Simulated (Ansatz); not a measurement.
A made-up structure of AlBH4S, closed shell:

```
7
angstrom
B -0.0457 1.3431 -0.1473
S -1.4480 0.2801 -0.4572
Al 1.4372 -0.1781 0.4435
H -1.3657 -1.0682 -0.2994
H -2.6029 0.8765 -0.8574
H 1.0175 -1.6988 0.4640
H 2.8760 0.3541 0.8239
```

It is relaxed with PBE-D4/def2-SVP and then PBE0-D4/def2-TZVP (Ansatz 0.2.0). Atoms count as bonded within 1.22 times the sum of their covalent radii (H–H: 0.88 Å). The end point is not checked to be a true minimum.

Does its bonding change? (Judge from chemistry; the calculation decides.)

The calculation gives: No: no bond forms or breaks.

Where it ends: The first stage lowers the energy by 1.15 eV in 29 steps. It ends as AlBH₄S ([AlH2][B][SH2]):
```
7
angstrom
B -0.1252 0.0553 -0.0761
S -1.7494 0.5067 -0.1830
Al 1.7868 -0.3153 0.3720
H -2.7872 -0.3404 0.1406
H -2.3206 0.9080 -1.3677
H 2.5361 -1.5237 -0.3392
H 2.5277 0.6179 1.4235
```

Labels in which every atom is bracketed show which atoms are joined, not bond orders.

For scale, one of the runs: PBE0-D4/def2-TZVP relaxation, 129 basis functions, launched by `ansatz run in.yaml --threads 2 --pin off --events-out ev --progress --plain --max-ram 4352MiB`. Hardware: 2 CPU threads of an Arm Neoverse V1, shared host. Wall time about 19 s.
